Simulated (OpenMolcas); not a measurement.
# S2F2 (Thio-thionyl fluoride): FNO-MP2/cc-pVTZ (RICD fitting, virtual fraction 0.5), part 2 of 2

OpenMolcas 26.06. The steps go on from the part before.

### Step 3. The distorted shape, same level

job.inp reads:

```
* F2S2 FNO-MP2
&GATEWAY
BASLIB
$CurrDir
COORD
4
angstrom
F        0.836839      -0.891644       2.644640
S       -0.444481      -1.306504       1.638580
F        0.403259      -2.661804       1.115980
S       -0.584940       1.160090      -1.176550
BASIS
cc-pVTZ
GROUP
NoSym
RICD
&SEWARD
&SCF
PRORBITALS
0
&MBPT2
FNOMP2
0.5
DOMP2
FROZEN
12
```

The basis set cc-pVTZ is read from a file made from the Basis Set Exchange's data (not shown).

Launch:

```sh
$ export MOLCAS_MEM=1860
$ pymolcas job.inp > job.log
```

Output:

```text
--- Start Module: gateway ---

                                              &GATEWAY

                       available to each process: 1.9 GB of memory, 1 thread

 Basis Set     1 Label: F.CC-PVTZ
 Basis set is read from library:.
 basistype.tbl is not found

 Basis Set     2 Label: S.CC-PVTZ
 Basis set is read from library:.
 basistype.tbl is not found

 Basis Set     3 Label: F.CC-PVTZ
 Basis set is read from library:.
 basistype.tbl is not found

 Basis Set     4 Label: S.CC-PVTZ
 Basis set is read from library:.
 basistype.tbl is not found

++    Symmetry information:
      ---------------------

                    Character Table for C1

                             E
                    a        1  x, y, xy, Rz, z, xz, Ry, yz, Rx, I
--

++    Basis set information:
      ----------------------

      Basis set label: F.CC-PVTZ.........

      Electronic valence basis set:
      ------------------
      Associated Effective Charge   9.000000 au
      Associated Actual Charge      9.000000 au
      Nuclear Model: Point charge

      Shell  nPrim  nBasis  Cartesian Spherical Contaminant
         s      10       4        X
         p       5       3        X
         d       2       2                 X
         f       1       1                 X

      Basis set label: S.CC-PVTZ.........

      Electronic valence basis set:
      ------------------
      Associated Effective Charge  16.000000 au
      Associated Actual Charge     16.000000 au
      Nuclear Model: Point charge

      Shell  nPrim  nBasis  Cartesian Spherical Contaminant
         s      15       5        X
         p       9       4        X
         d       2       2                 X
         f       1       1                 X

      Basis set label: F.CC-PVTZ.........

      Electronic valence basis set:
      ------------------
      Associated Effective Charge   9.000000 au
      Associated Actual Charge      9.000000 au
      Nuclear Model: Point charge

      Shell  nPrim  nBasis  Cartesian Spherical Contaminant
         s      10       4        X
         p       5       3        X
         d       2       2                 X
         f       1       1                 X

      Basis set label: S.CC-PVTZ.........

      Electronic valence basis set:
      ------------------
      Associated Effective Charge  16.000000 au
      Associated Actual Charge     16.000000 au
      Nuclear Model: Point charge

      Shell  nPrim  nBasis  Cartesian Spherical Contaminant
         s      15       5        X
         p       9       4        X
         d       2       2                 X
         f       1       1                 X
--

++    Molecular structure info:
      -------------------------

                    ************************************************
                    **** Cartesian Coordinates / bohr, angstrom ****
                    ************************************************

     Center  Label                x              y              z                     x              y              z
        1      F1               1.581397      -1.684963       4.997645              0.836839      -0.891644       2.644640
        2      S2              -0.839947      -2.468935       3.096467             -0.444481      -1.306504       1.638580
        3      F3               0.762049      -5.030081       2.108897              0.403259      -2.661804       1.115980
        4      S4              -1.105376       2.192252      -2.223357             -0.584940       1.160090      -1.176550

                    ***************************************
                    *    InterNuclear Distances / bohr    *
                    ***************************************

               1 F1            2 S2            3 F3            4 S4
    1 F1       0.000000
    2 S2       3.176790        0.000000
    3 F3       4.495110        3.178232        0.000000
    4 S4       8.625220        7.077970        8.626575        0.000000

                    *******************************************
                    *    InterNuclear Distances / angstrom    *
                    *******************************************

               1 F1            2 S2            3 F3            4 S4
    1 F1       0.000000
    2 S2       1.681085        0.000000
    3 F3       2.378710        1.681848        0.000000
    4 S4       4.564270        3.745500        4.564987        0.000000
--

            Nuclear Potential Energy            178.21296470 au

--- Stop Module: gateway /rc=_RC_ALL_IS_WELL_ ---
--- Module gateway spent 2 seconds ---

--- Start Module: seward ---

                                              &SEWARD

                       available to each process: 1.9 GB of memory, 1 thread

               SEWARD will generate:
                  Multipole Moment integrals up to order  2
                  Kinetic Energy integrals
                  Nuclear Attraction integrals (point charge)
                  One-Electron Hamiltonian integrals
                  Velocity integrals
                  Orbital angular momentum around ( -0.1734  -1.3382   1.5983 )
                  Velocity quadrupole around ( -0.1734  -1.3382   1.5983 )
                  RI decomposed two-electron repulsion integrals stored Cholesky style
                   - acCD auxiliary basis
                   - CD Threshold:   1.00E-04

                   Integrals are discarded if absolute value <: 1.00E-14
                   Integral cutoff threshold is set to       <: 1.00E-16

            Nuclear Potential Energy            178.21296470 au

      Basis set specifications :
      Symmetry species         a
      Basis functions          128

--- Stop Module: seward /rc=_RC_ALL_IS_WELL_ ---
--- Module seward spent 3 seconds ---

--- Start Module: scf ---

                                                &SCF

                       available to each process: 1.9 GB of memory, 1 thread

++    Input section:
      --------------

      Header of the integral files:

      Cartesian coordinates in angstrom:
      -----------------------------------------------------
      No.  Label        X            Y            Z
      -----------------------------------------------------
       1   F1         0.83683900  -0.89164400   2.64464000
       2   S2        -0.44448100  -1.30650400   1.63858000
       3   F3         0.40325900  -2.66180400   1.11598000
       4   S4        -0.58494000   1.16009000  -1.17655000
      -----------------------------------------------------
      Nuclear repulsion energy =  178.21296470
--

++    Orbital specifications:
      -----------------------

      Symmetry species               1
                                     a
      Frozen orbitals                0
      Occupied orbitals             25
      Secondary orbitals           103
      Deleted orbitals               0
      Total number of orbitals     128
      Number of basis functions    128
--

      Molecular charge                           0.000

++    Optimization specifications:
      ----------------------------

      SCF Algorithm: LK-RI/DF
      LK screening threshold:                     4.50E-02
      Local-Exchange (LK) algorithm.
       - the density matrix is decomposed
      The actual AO density is used
      Number of density matrices in core                 5
      Maximum number of NDDO SCF iterations            400
      Maximum number of HF SCF iterations              400
      Threshold for SCF energy change             1.00E-09
      Threshold for density matrix                1.00E-04
      Threshold for Fock matrix                   1.50E-04
      Threshold for linear dependence             1.00E-09
      Threshold at which DIIS is turned on        1.50E-01
      Maximum depth in the DIIS procedure                5
      Maximum depth in the BFGS Hessian update          30
      Threshold at which QNR/C2DIIS is turned on  7.50E-02
      Threshold for Norm(delta) (QNR/C2DIIS)      1.00E-03
      All orbitals punched on: SCFORB
--

      Input vectors read from INPORB
      Orbital file label: *Guess orbitals

++ Convergence information
                                   SCF        iterations: Energy and convergence statistics

Iter     Tot. SCF        One-elec.       Two-elec.     Energy      Max Dij or  Max Fij      DNorm      TNorm      AccCon     Time
         Energy          Energy          Energy        Change      Delta Norm                                                in Sec.
   1  -992.721663903 -1726.208489258   555.273860653   0.00E+00    5.75E-01*   3.34E-01*    1.02E+01   2.24E+02   None         0.
   2  -988.012209415 -1750.642576365   584.417402247   4.71E+00*   6.64E-01*   5.86E-02*    1.13E+01   2.34E+02   EDIIS        1.
   3  -993.725483028 -1729.390130323   557.451682593  -5.71E+00*   2.17E-01*   9.15E-02*    1.02E+01   2.26E+02   EDIIS        1.
   4  -993.801593379 -1732.603622579   560.589064497  -7.61E-02*   1.56E-01*   5.85E-02*    1.04E+01   2.27E+02   EDIIS        1.
   5  -993.824069595 -1731.033467195   558.996432897  -2.25E-02*   7.46E-02*   3.36E-02*    1.02E+01   2.26E+02   EDIIS        1.
   6  -993.845397824 -1732.090571737   560.032209210  -2.13E-02*   3.84E-02*   7.98E-03*    1.03E+01   2.26E+02   c2DIIS       1.
   7  -993.847775422 -1731.886365824   559.825625699  -2.38E-03*   9.36E-03*   3.07E-03*    1.03E+01   2.26E+02   QNRc2DIIS    1.
   8  -993.847884008 -1731.906554157   559.845705446  -1.09E-04*   7.80E-03*   1.27E-03*    1.03E+01   2.26E+02   QNRc2DIIS    1.
   9  -993.847913986 -1731.919929112   559.859050423  -3.00E-05*   1.46E-03*   4.84E-04*    1.03E+01   2.26E+02   QNRc2DIIS    1.
  10  -993.847916805 -1731.919955801   559.859074293  -2.82E-06*   1.57E-02*   4.78E-04*    1.03E+01   2.26E+02   QNRc2DIIS    1.
  11  -993.847940300 -1731.928231722   559.867326719  -2.35E-05*   2.71E-02*   4.51E-04*    1.03E+01   2.26E+02   QNRc2DIIS    1.
  12  -993.847971958 -1731.924868635   559.863931974  -3.17E-05*   3.73E-02*   9.76E-04*    1.03E+01   2.26E+02   QNRc2DIIS    1.
  13  -993.848002408 -1731.925569002   559.864601892  -3.04E-05*   7.53E-02*   1.40E-03*    1.03E+01   2.26E+02   QNRc2DIIS    1.
  14  -993.848082390 -1731.937082836   559.876035744  -8.00E-05*   1.18E-02*   5.52E-04*    1.03E+01   2.26E+02   QNRc2DIIS    1.
  15  -993.848085223 -1731.940892668   559.879842742  -2.83E-06*   1.15E-03*   1.38E-04     1.03E+01   2.26E+02   QNRc2DIIS    1.
  16  -993.848085715 -1731.942628533   559.881578116  -4.92E-07*   1.77E-04    3.79E-05     1.03E+01   2.26E+02   QNRc2DIIS    1.
  17  -993.848085742 -1731.941124946   559.880074501  -2.69E-08*   3.17E-04    1.38E-05     1.03E+01   2.26E+02   QNRc2DIIS    1.
  18  -993.848085747 -1731.941365526   559.880315077  -5.47E-09*   4.37E-05    6.95E-06     1.03E+01   2.26E+02   QNRc2DIIS    1.
  19  -993.848085748 -1731.941421725   559.880371275  -9.09E-10    9.42E-06    1.29E-06     1.03E+01   2.26E+02   QNRc2DIIS    1.

       Convergence after  19 Iterations
--

 *****************************************************************************************************************************
 *                                             SCF/KS-DFT Program, Final results                                             *
 *                                                       Final Results                                                       *
 *****************************************************************************************************************************

::    Total SCF energy                               -993.8480857479
      One-electron energy                           -1731.9414217254
      Two-electron energy                             559.8803712747
      Nuclear repulsion energy                        178.2129647028
      Kinetic energy (interpolated)                   993.3108023634
      Virial theorem                                    1.0005409016
      Total spin, S(S+1)                                0.0000000000
      Total spin, S                                     0.0000000000
      Max non-diagonal density matrix element           0.0000124330
      Max non-diagonal Fock matrix element              0.0000021965

      No orbitals printed

++    Molecular charges:
      ------------------

      Mulliken charges per centre
      ---------------------------

                F1      S2      F3      S4
      Total    9.3272 15.3283  9.3276 16.0168

      N-E     -0.3272  0.6717 -0.3276 -0.0168

      Total electronic charge=   50.000000

      Total            charge=   -0.000000
--

++    Molecular properties:
      ---------------------

      Charge (e):
                      =   -0.0000
      Dipole Moment (debye):
      Origin of the operator (angstrom)=   -0.0917   -0.7082    0.8458
                   X= -2.0040E+00               Y=  6.6641E-01               Z= -1.9782E-01           Total=  2.1211E+00
      Quadrupole Moment (debye*angstrom):
      Origin of the operator (angstrom)=   -0.0917   -0.7082    0.8458
                  XX= -3.6734E+01              XY=  2.2670E-01              XZ= -7.1902E-01              YY= -3.7008E+01
                  YZ= -1.6238E+00              ZZ= -3.6265E+01
      In traceless form (debye*angstrom)
                  XX= -9.8095E-02              XY=  3.4004E-01              XZ= -1.0785E+00              YY= -5.0788E-01
                  YZ= -2.4357E+00              ZZ=  6.0597E-01
--

--- Stop Module: scf /rc=_RC_ALL_IS_WELL_ ---
--- Module scf spent 14 seconds ---

--- Start Module: mbpt2 ---

                                               &MBPT2

                       available to each process: 1.9 GB of memory, 1 thread

WARNING!
Default frozen orbitals as non valence orbitals is overwritten by user input.
Default values:  12

      Cartesian coordinates in angstrom:
      -----------------------------------------------------
      No.  Label        X            Y            Z
      -----------------------------------------------------
       1   F1         0.83683900  -0.89164400   2.64464000
       2   S2        -0.44448100  -1.30650400   1.63858000
       3   F3         0.40325900  -2.66180400   1.11598000
       4   S4        -0.58494000   1.16009000  -1.17655000
      -----------------------------------------------------
      Nuclear repulsion energy =  178.21296470

      Contents of RUNFILE file:
      -------------------------

      Symmetry species                           1
                                                 a
      Number of basis functions                128
      Frozen occupied orbitals                  12
      Active occupied orbitals                  13
      Active external orbitals                 103
      Deleted external orbitals                  0

      Reference numbers of frozen occupied orbitals according to the original input sequence
      symmetry species 1                        1  2  3  4  5  6  7  8  9 10 11 12

      Energies of the active occupied orbitals

      symmetry species 1                    -1.640212     -1.601106     -0.993674     -0.889441     -0.736056
                                            -0.735360     -0.728829     -0.686748     -0.651172     -0.618336
                                            -0.433756     -0.406444     -0.406041

      Energies of the active external orbitals

      symmetry species 1                    -0.069068      0.036651      0.103978      0.355932      0.382264
                                             0.385920      0.405496      0.442757      0.445635      0.462341
                                             0.512047      0.513398      0.520277      0.538075      0.538124
                                             0.547859      0.548376      0.566669      0.599622      0.701783
                                             0.704904      0.925535      0.995192      0.996541      1.017714
                                             1.051378      1.127067      1.567295      1.633274      1.672034
                                             1.694238      1.706040      1.723943      1.737791      1.773353
                                             1.779991      1.793374      1.819516      1.822030      1.823070
                                             1.832545      1.848538      1.856600      1.877646      1.887965
                                             1.895976      1.904290      1.904970      1.943607      1.943840
                                             1.945164      2.019214      2.060475      2.177900      2.240509
                                             2.243821      2.255335      2.258814      2.305805      2.309499
                                             2.371244      2.496875      2.610793      2.695703      2.827739
                                             2.831651      2.879813      3.008305      3.361028      3.703196
                                             4.214850      5.093402      5.097806      5.115378      5.163821
                                             5.623660      5.658884      7.335762      7.338188      7.349005
                                             7.364576      7.365070      7.365624      7.365905      7.368141
                                             7.390023      7.406749      7.421890      7.423268      7.470147
                                             7.482396      8.831735      8.839229      8.846407      8.859551
                                             8.991793      9.053927      9.072388      9.181093      9.243432
                                             9.327854     11.283572     11.369577

      ********************************************************************************************************
      *                                               Results                                                *
      ********************************************************************************************************

-------------------------------------------------------
 Start FNO-MP2 section
-------------------------------------------------------

 NOs specified:  50% of the total virtual space
 ------------------------------------------------------
    Symm.     Trace     (Full Dmat)     (Partial Dmat)
 ------------------------------------------------------
       1               0.561655E-01      0.547199E-01
 ------------------------------------------------------
   Sum :               0.561655E-01      0.547199E-01
 ------------------------------------------------------

 Secondary orbitals after selection:  51
 Deleted orbitals after selection:    52

 Energies of the active virtual orbitals

 symmetry species 1                         -0.041493      0.110177      0.155814      0.495155      0.523087
                                             0.538416      0.538742      0.572295      0.598347      0.618722
                                             0.637683      0.644151      0.651062      0.655734      0.673567
                                             0.763170      0.822700      0.891640      1.180909      1.278334
                                             1.414483      1.554215      1.634356      1.666994      1.721298
                                             1.722575      1.774819      1.797049      1.822688      1.822703
                                             1.868585      1.903968      1.904350      1.917999      1.941553
                                             1.943423      1.945209      1.982265      1.985101      2.040285
                                             2.309384      2.594159      2.636659      2.823170      2.894650
                                             2.913444      2.994449      3.070240      3.180498      3.404006
                                             3.507519

-------------------------------------------------------
 End FNO-MP2 section
-------------------------------------------------------

       SCF energy                           =     -993.8480857479 a.u.
       Second-order correlation energy      =       -0.7073934590 a.u.
       ( Opposite-Spin contribution         =       -0.5154084770 )
       ( Same-Spin contribution             =       -0.1759627573 )
       ( Truncation error estimate          =       -0.0160222247 )

       Total energy                         =     -994.5554792069 a.u.

       Reference weight ( Cref**2 )         =        0.82893

::    Total MBPT2 energy                             -994.5554792069

       Zeroth-order energy (E0)             =     -433.9677144732 a.u.

       Shanks-type energy S1(E)             =     -994.5563741098 a.u.

--- Stop Module: mbpt2 /rc=_RC_ALL_IS_WELL_ ---
--- Module mbpt2 spent 1 second ---

.##################.
.# Happy landing! #.
.##################.

    Timing: Wall=20.56 User=18.91 System=1.58
```

Run time: 22 s. Hardware: 1 thread of AMD EPYC 7R43 (Zen 3), shared host; peak memory 0.087 GiB.

### Step 4. Results

What follows sums up all 2 parts.

Level: FNO-MP2/cc-pVTZ (RICD fitting, virtual fraction 0.5), 12 core orbitals frozen.

```
                                                         quantity          value
                                        first shape: total energy  -994.74121 Eh
                  first shape: dipole moment (mean-field density)         1.77 D
                 first shape: HOMO energy (Hartree–Fock orbitals)      -11.08 eV
                 first shape: LUMO energy (Hartree–Fock orbitals)        0.94 eV
               first shape: HOMO–LUMO gap (Hartree–Fock orbitals)       12.03 eV
        first shape: correlation energy (12 core orbitals frozen)     -767.5 mEh
                                    distorted shape: total energy  -994.55548 Eh
              distorted shape: dipole moment (mean-field density)         2.12 D
             distorted shape: HOMO energy (Hartree–Fock orbitals)      -11.05 eV
             distorted shape: LUMO energy (Hartree–Fock orbitals)       -1.88 eV
           distorted shape: HOMO–LUMO gap (Hartree–Fock orbitals)        9.17 eV
    distorted shape: correlation energy (12 core orbitals frozen)     -707.4 mEh
energy change with the S2–S4 bond stretched from 1.873 to 3.746 Å       5.054 eV
```

One bond (distorted shape) is far stretched, which a spin-restricted single reference describes badly; perturbation theory on it can break down and give far too much correlation. With the S2–S4 bond stretched from 1.873 to 3.746 Å the energy rises by 5.05 eV (117 kcal/mol). The first shape isn't relaxed at this level, so the change isn't measured from a minimum. A restricted reference can't describe the breaking bond well at this length.
